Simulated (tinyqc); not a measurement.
Worked calculation: extended Hueckel theory, for BH. One step of it, computed by the program tinyqc.

Task: Wolfsberg-Helmholz matrix. H_ij = K' S_ij (H_ii + H_jj)/2 for i != j (the diagonal keeps H_ii), with K' = 1.5.

overlap S:
```
           1B 2s    1B 2px    1B 2py    1B 2pz     2H 1s
1B 2s   1.000000  0.000000  0.000000  0.000000  0.474365
1B 2px  0.000000  1.000000  0.000000  0.000000  0.000000
1B 2py  0.000000  0.000000  1.000000  0.000000  0.000000
1B 2pz  0.000000  0.000000  0.000000  1.000000  0.522825
2H 1s   0.474365  0.000000  0.000000  0.522825  1.000000
```

diagonal H_ii (eV): 1B 2s -15.200000, 1B 2px -8.500000, 1B 2py -8.500000, 1B 2pz -8.500000, 2H 1s -13.600000

K = 1.500000

Give: H.

Result:

H (eV):
```
           1B 2s   1B 2px   1B 2py   1B 2pz     2H 1s
1B 2s   -15.2000   0.0000   0.0000   0.0000  -10.2463
1B 2px    0.0000  -8.5000   0.0000   0.0000    0.0000
1B 2py    0.0000   0.0000  -8.5000   0.0000    0.0000
1B 2pz    0.0000   0.0000   0.0000  -8.5000   -8.6658
2H 1s   -10.2463   0.0000   0.0000  -8.6658  -13.6000
```
